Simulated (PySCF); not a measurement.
Geometries of 2 isomers of C2H4ClF, from PySCF 2.14.0, PBE0-D3(BJ)/def2-SVP geometry optimisation, gas phase. One conformer each, no zero-point energy, no frequencies.

Problem. Which is lower in electronic energy at this level?
A.
```xyz
8
angstrom
C     -0.797   -0.122   -0.012
C      0.697   -0.002    0.090
F      1.295   -0.858   -0.774
Cl     1.229    1.666   -0.286
H     -1.117    0.116   -1.036
H     -1.095   -1.154    0.229
H     -1.288    0.567    0.687
H      1.077   -0.213    1.102
```
B.
```xyz
8
angstrom
F     -1.155   -1.238    0.633
C     -0.745   -0.024    0.150
C      0.738   -0.091   -0.135
Cl     1.307    1.485   -0.734
H     -1.304    0.210   -0.772
H     -0.956    0.760    0.896
H      0.956   -0.849   -0.900
H      1.297   -0.338    0.778
```

Solution. A. That is 1-chloro-1-fluoroethane, `C[C@H](Cl)F`, 5.6 kcal/mol below the other.

```
      SMILES       atoms numbered as above      E (Eh)  relative (kcal/mol)  relative (kJ/mol)  dipole (D)
C[C@@H](F)Cl  [CH3:1][C@@H:2]([F:3])[Cl:4]  -638.04513                  0.0                0.0        2.12
       FCCCl     [F:1][CH2:2][CH2:3][Cl:4]  -638.03614                  5.6               23.6        0.10
```
